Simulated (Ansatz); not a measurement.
**C2H2OS: taking an electron away**

An exercise on one series of results from a longer session: the logs are not shown, and one member is left open.

The runs use Ansatz 0.2.0, Gaussian basis; unrestricted cation, the program's frozen cores in correlated methods.

Plan: UKS PBE-D4/def2-TZVPP; UKS r2SCAN-D4/def2-TZVPP; UKS PBE0-D4/def2-TZVPP; UKS B3LYP-D4/def2-TZVPP; UKS wB97X-V/def2-TZVPP; UKS wB97M-V/def2-TZVPP; UKS B2PLYP/def2-TZVPP; UHF-CCSD(T)/def2-TZVPP; UHF-MP2/def2-QZVPP; extrapolation to the limit; then −ε(HOMO) from the neutral's earlier runs with LDA (SPW92), PBE-D4, revPBE-D4, BLYP-D4, r2SCAN-D4, B97M-V, PBE0-D4, B3LYP-D4, r2SCANh-D4, r2SCAN0-D4, HSE06-D4, BHLYP-D4, CAM-B3LYP-D4, LC-ωPBE, ωB97X-V, ωB97M-V.

## The geometry

All runs share one geometry, relaxed beforehand with PBE0-D4 in a triple-zeta def2 set.

SMILES `O=C=CS`, 6 atoms, charge 0, spin multiplicity 1.

Atoms are counted from 1 here; the program's logs count them from 0.

Bond lengths: O1–C2 1.153 Å, C2–C3 1.315 Å, C3–S4 1.754 Å, C3–H5 1.081 Å, S4–H6 1.348 Å. Angles: O1–C2–C3 178.9°, C2–C3–S4 116.6°, C2–C3–H5 120.0°, S4–C3–H5 123.3°, C3–S4–H6 99.1°.

Coordinates:

```xyz
6

O    -0.4857   -2.2201   -0.1614
C    -0.0527   -1.1712    0.0440
C     0.4338    0.0320    0.2558
S     0.0593    1.2542   -0.9450
H     1.0859    0.2102    1.0999
H    -0.9986    1.8308   -0.3395
```

The first run:

Contents of in.yaml:

```yaml
crystal:
  periodic: [false, false, false]
  atoms:
    - {symbol: O, position_ang: [-0.485716, -2.220138, -0.161405]}
    - {symbol: C, position_ang: [-0.052681, -1.171165, 0.044030]}
    - {symbol: C, position_ang: [0.433829, 0.031998, 0.255810]}
    - {symbol: S, position_ang: [0.059283, 1.254246, -0.944985]}
    - {symbol: H, position_ang: [1.085940, 0.210238, 1.099898]}
    - {symbol: H, position_ang: [-0.998554, 1.830821, -0.339547]}
basis:
  gaussian: {orbitals: def2-TZVPP}
total_charge: 1
magnetization: {spin_polarized: true, initial_magnetization: 1}
hamiltonian: {xc: pbe, dispersion: d4}
```

Command:

```bash
$ ansatz run in.yaml --threads 2 --pin off --events-out ev --progress --plain --max-ram 4352MiB
```

Among the steps run: Cation, UKS PBE-D4/def2-TZVPP; Cation, UKS r2SCAN-D4/def2-TZVPP; Cation, UKS PBE0-D4/def2-TZVPP; Cation, UKS B3LYP-D4/def2-TZVPP; Cation, UKS wB97X-V/def2-TZVPP; Cation, UKS wB97M-V/def2-TZVPP; Cation, UKS B2PLYP (frozen core)/def2-TZVPP; Cation, UHF-CCSD(T)/def2-TZVPP; Cation, UHF-MP2/def2-QZVPP.

One of the session's tables, all rows but one given; the rest of the session is left out.

For comparison, −ε(HOMO) of the neutral from earlier runs:

```
  functional  −ε(HOMO) (eV)
 LDA (SPW92)           6.18
      PBE-D4           6.02
   revPBE-D4           5.96
     BLYP-D4           5.88
   r2SCAN-D4              ?
      B97M-V           6.29
     PBE0-D4           7.23
    B3LYP-D4           7.01
  r2SCANh-D4           6.71
  r2SCAN0-D4           7.40
    HSE06-D4           6.83
    BHLYP-D4           8.33
CAM-B3LYP-D4           8.55
     LC-ωPBE           9.87
     ωB97X-V           9.51
     ωB97M-V           9.39
```

Estimate the missing values for r2SCAN-D4.

Worked estimate for «−ε(HOMO) (eV)». Against the share of exact exchange, r2SCANh-D4 (0.1, 6.71), r2SCAN0-D4 (0.25, 7.40) give a slope of 4.60 per unit share; at 0 the line stands at 6.25.

The run gave: −ε(HOMO) (eV): 6.26. In «−ε(HOMO) (eV)» the line misses by -0.01.
